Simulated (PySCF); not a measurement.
HF⁺ from Hartree–Fock to correlated methods

State: ²Π (doublet), unpaired electrons π ↑. Set-up: H 6-31G(d,p), F 6-31G(d,p); no relativity (PySCF 2.14). De refers to H⁺ + F in their high-spin ground configurations, without counterpoise correction. The functionals are run spin-unrestricted. A positive dipole points towards F; it is taken about the centre of mass and depends on that origin.

```json
{"Level": "UHF", "Re (Å)": "0.984", "ωe (cm⁻¹)": "3287", "De (eV)": "3.57", "μ (D)": "-2.69"}
{"Level": "UHF-MP2", "Re (Å)": "1.006", "ωe (cm⁻¹)": "3114", "De (eV)": "3.75", "μ (D)": "n/a"}
{"Level": "UHF-SCS-MP2", "Re (Å)": "1.005", "ωe (cm⁻¹)": "3121", "De (eV)": "3.78", "μ (D)": "n/a"}
{"Level": "UHF-CCSD", "Re (Å)": "1.007", "ωe (cm⁻¹)": "3110", "De (eV)": "3.79", "μ (D)": "n/a"}
{"Level": "UHF-CCSD(T)", "Re (Å)": "1.008", "ωe (cm⁻¹)": "3099", "De (eV)": "3.81", "μ (D)": "n/a"}
{"Level": "PBE", "Re (Å)": "1.026", "ωe (cm⁻¹)": "2914", "De (eV)": "3.94", "μ (D)": "-2.64"}
{"Level": "BLYP", "Re (Å)": "1.031", "ωe (cm⁻¹)": "2868", "De (eV)": "3.92", "μ (D)": "-2.66"}
{"Level": "r²SCAN", "Re (Å)": "1.013", "ωe (cm⁻¹)": "3027", "De (eV)": "3.83", "μ (D)": "-2.66"}
{"Level": "B3LYP", "Re (Å)": "1.017", "ωe (cm⁻¹)": "2989", "De (eV)": "3.81", "μ (D)": "-2.67"}
{"Level": "PBE0", "Re (Å)": "1.010", "ωe (cm⁻¹)": "3055", "De (eV)": "3.82", "μ (D)": "-2.65"}
{"Level": "M06-2X", "Re (Å)": "1.012", "ωe (cm⁻¹)": "3072", "De (eV)": "3.75", "μ (D)": "-2.70"}
{"Level": "CAM-B3LYP", "Re (Å)": "1.017", "ωe (cm⁻¹)": "3000", "De (eV)": "3.77", "μ (D)": "-2.69"}
```

The bond length runs from 0.984 Å (UHF) to 1.031 Å (BLYP). De spans 3.57 eV (UHF, mean field) to 3.94 eV (PBE, GGA). Correlation at CCSD(T) changes the Hartree–Fock bond energy by +0.24 eV; the triples alone change it by +0.02 eV.

Correlated steps freeze 1 core orbital. Correlated levels converge slowly with the basis: in double zeta they bind strong bonds too weakly, by up to about 1 eV, and carry superposition errors of some tenths. For an ion De counts to the pair picked by the measured ionisation energies or electron affinities, which need not be the lowest pair at this level. The state is the lowest determinant that a PBE0 search found; another state may lie lower at other levels.
